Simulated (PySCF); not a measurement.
## Relaxation of doublet HSO₂

Method: UPBE0 in PySCF with S def2-TZVP, O def2-TZVP, H def2-TZVP; no relativity; density-fitted integrals. A (50,194) grid was used.

A hand-made trigonal planar start, of C2v symmetry, held to at least that symmetry:

```xyz
4
charge 0 multiplicity 2, angstrom
S     0.3508    0.0000    0.0000
O    -0.4042    1.3077    0.0000
O    -0.4042   -1.3077    0.0000
H     1.7008    0.0000    0.0000
```

Problem. What forces act on the atoms at the start (eV/Å)?

Solution. 
```tsv
atom	Fx	Fy	Fz
S1	-3.98	0.00	0.00
O2	2.07	-1.93	0.00
O3	2.07	1.93	0.00
H4	-0.15	0.00	0.00
```

Problem. What does it relax to?

Solution. It ends at C2v with S–H 1.340 Å, S–O 1.455 Å (×2); H–S–O 115.3° (×2), O–S–O 129.4°. A frequency run shows 1 imaginary mode, down to 1324i cm⁻¹, so it is a saddle point. Other isomers or separated fragments may lie lower.

Problem. How much energy is released, and in how many steps?

Solution. 25.5 kJ/mol in 4 steps.
